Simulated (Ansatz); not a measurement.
Saddle point of H₃S, doublet (H₂S + H → HS + H₂; bonds formed: H1–H3; bonds broken: H1–S2), PBE0-D4/def2-TZVP structure:

```
atom    x (Å)    y (Å)    z (Å)
  H1  -0.4804  -0.0433  -0.2167
  S2   0.2427   0.9620   0.4236
  H3  -1.0581  -1.0667  -0.8019
  H4   1.2958   0.1480   0.5951
```

Energies are electronic, without zero-point energy. Barriers and step energies count from the start structure reached by relaxing down the imaginary mode; all methods use the PBE0-D4 structures, on which another method's saddle can fall below an end. Program: Ansatz 0.2.0. Basis: def2-TZVPP, with def2-QZVPP for the basis limit. Cores are frozen in the correlated methods; orbitals are unrestricted. B3LYP uses VWN-RPA correlation. Extrapolation: Hartree–Fock as exp(−7.88 √X), correlation as X^−2.97.

```csv
method,barrier (eV),step energy (eV)
SPW92,?,-0.287
PBE-D4,-0.004,-0.469
BLYP-D4,?,-0.697
r2SCAN-D4,-0.059,-0.595
B97M-V,0.097,-0.544
PBE0-D4,0.064,-0.497
B3LYP-D4,0.001,-0.701
r2SCAN0-D4,?,-0.624
BHLYP-D4,0.084,-0.727
CAM-B3LYP-D4,0.044,-0.659
wB97X-V,0.172,-0.564
wB97M-V,0.166,-0.571
B2PLYP,0.096,-0.643
PBE-QIDH,0.156,-0.497
RPA on PBE,0.185,-0.766
HF,0.385,-0.662
MP2,0.231,-0.458
CCSD,0.185,-0.686
CCSD(T),0.168,-0.640
```

(1) Fill in the withheld barriers. (To be estimated.)

T1 diagnostic: at most 0.014. ⟨S²⟩ of the unrestricted Hartree–Fock references: 0.75 to 0.77 (a pure state has 0.75).

Results:

(1) By the calculation: SPW92 -0.180; r2SCAN0-D4 -0.015; BLYP-D4 -0.059 eV. Each is the energy of the saddle less that of the start structure, by the same method.

For comparison, the barrier by CCSD(T) at an estimated basis limit (MP2 extrapolated from triple and quadruple zeta, plus CCSD(T) − MP2 in triple zeta) is 0.154 eV.

For scale, one of the runs: CCSD(T)/def2-TZVPP, 84 basis functions (an equivalent command: `ansatz run in.yaml --threads 2`). Hardware: 2 CPU threads, shared host. Wall time about 2.1 s.
